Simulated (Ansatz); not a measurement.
System (SMILES): OCl (OH-Cl).
Atoms: O1, H2, Cl3. Bonds: O1-H2, O1-Cl3.

Basis-set convergence of the lowest harmonic wavenumber at HF with Ansatz (an electronic-structure program). Each level at its own minimum, finite differences of forces, unscaled; the reference is a large set that could be run, not a limit. Cartesian d functions, on some or all atoms, in 6-31G*, 6-31G**, 6-31+G*, 6-311G**, 6-311+G**; all else is spherical. The program fits the integrals of some runs and decomposes those of others, by size. No added dispersion term, no relativity. Reference: the value in aug-pcseg-2, 870 cm⁻¹. Deviations are taken from unrounded values.

```tsv
basis	functions
STO-3G	15
3-21G	24
6-31G	24
def2-SV(P)	34
6-31G*	36
def2-SVP	37
6-31G**	39
6-31+G*	44
6-311G**	51
6-311+G**	59
6-311++G(2d,2p)	72
def2-TZVP	74
def2-TZVPP	87
6-311++G(3df,3pd)	104
```

Problem. Which is the smallest set listed that can be trusted to 50 cm⁻¹ here, that is, within that of the reference together with its larger relatives (same family, alike in diffuse functions; a set with none to test it counts only in the reference's own line)?

Solution. The smallest set listed that lies within 50 cm⁻¹ of the reference with all its larger relatives (same family, alike in diffuse functions; a set with none counts only in the reference's own line) is def2-SV(P) (34 functions, -30 cm⁻¹ off). Value minus reference: STO-3G 117, 3-21G -79, 6-31G -93, def2-SV(P) -30, 6-31G* -18, def2-SVP -33, 6-31G** -18, 6-31+G* -17, 6-311G** -36, 6-311+G** -28, 6-311++G(2d,2p) -30, def2-TZVP -1, def2-TZVPP -1, 6-311++G(3df,3pd) -1 cm⁻¹.
